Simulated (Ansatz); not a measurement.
in.yaml

```yaml
crystal:
  periodic: [false, false, false]
  atoms:
    - {symbol: Hf, position_ang: [0.000000, 0.000000, 0.000000]}
    - {symbol: H, position_ang: [0.000000, 0.000000, 4.055000]}
basis:
  gaussian: {orbitals: def2-TZVP}
magnetization: {spin_polarized: false, initial_magnetization: 3}
correlation: {method: fci, electrons: outside_noble_gas}
```

```sh
$ ansatz run in.yaml --threads 1 --pin off --events-out ev --progress --plain --max-ram 2393MiB
```

Output:

```
691 factors; integrals over basis functions are off by at most 1.3e-6 eV
mean field evaluation 1: about -1300.6727 eV, gradient 7.6e0 eV
mean field evaluation 2: about -1300.6728 eV, gradient 7.6e0 eV
mean field evaluation 4: about -1302.2347 eV, gradient 2.7e0 eV
mean field evaluation 8: about -1302.3772 eV, gradient 5.3e-1 eV
mean field evaluation 16: about -1302.4284 eV, gradient 3.3e-1 eV
mean field evaluation 32: about -1302.4315 eV, gradient 2.8e-4 eV
mean field evaluation 64: about -1302.4286 eV, gradient 1.6e-3 eV
mean field evaluation 96: about -1302.4290 eV, gradient 8.1e-3 eV
mean field evaluation 128: about -1302.4270 eV, gradient 9.7e-1 eV
mean field evaluation 160: about -1302.4312 eV, gradient 4.3e-3 eV
mean field evaluation 192: about -1302.4286 eV, gradient 5.2e-4 eV
mean field evaluation 224: about -1302.4286 eV, gradient 1.6e-6 eV
mean field -1302.43151722 eV, -47.8634754380 hartree, gradient 2.0e-9 eV, S^2 3.750000; 21 other end points of the search recorded, 0 dependent functions left out
mean field evaluation 256: about -1302.5484 eV, gradient 1.2e-2 eV
mean field evaluation 288: about -1302.5460 eV, gradient 1.8e-1 eV
mean field evaluation 320: about -1302.5462 eV, gradient 9.3e-3 eV
mean field evaluation 352: about -1302.5473 eV, gradient 9.2e-2 eV
determinant -1302.42862190 eV, -47.8633690371 hartree, with singles and doubles -1304.02327249 eV, -47.9219713654 hartree
determinant -1302.41924825 eV, -47.8630245618 hartree, with singles and doubles -1304.01165578 eV, -47.9215444592 hartree
determinant -1302.23928578 eV, -47.8564110629 hartree, with singles and doubles -1303.92443757 eV, -47.9183392492 hartree
determinant -1302.42862190 eV, -47.8633690371 hartree, with singles and doubles -1304.00095675 eV, -47.9211512769 hartree
determinant -1302.41924825 eV, -47.8630245618 hartree, with singles and doubles -1303.99001371 eV, -47.9207491275 hartree
determinant -1302.23928578 eV, -47.8564110629 hartree, with singles and doubles -1303.90835041 eV, -47.9177480566 hartree
4 core orbitals not correlated: weight in the atoms' cores, before any rotation towards them, 1.000 or more for the frozen orbitals, at most 0.000 for the correlated occupied ones
reference -1302.42862190 eV, -47.8633690371 hartree; 4, 1 occupied and 38, 41 virtual orbitals, 691 factors
state -1304.10954307 eV, -47.9251417506 hartree
Total energy: -1304.10954307 eV, -47.9251417506 hartree
```

Natural occupations: 1.8374 1.0001 0.9634 0.9632 0.0524 0.0516 0.0514 0.0168 0.0166 0.0159 0.0088 0.0042 0.0041 0.0022 0.0022 0.0021 0.0014 0.0014 0.0013 0.0006 0.0005 0.0005 0.0004 0.0004.

Ran on 1 thread of Arm Neoverse V2, shared host: 3.1 min wall, 0.54 GiB peak host memory.
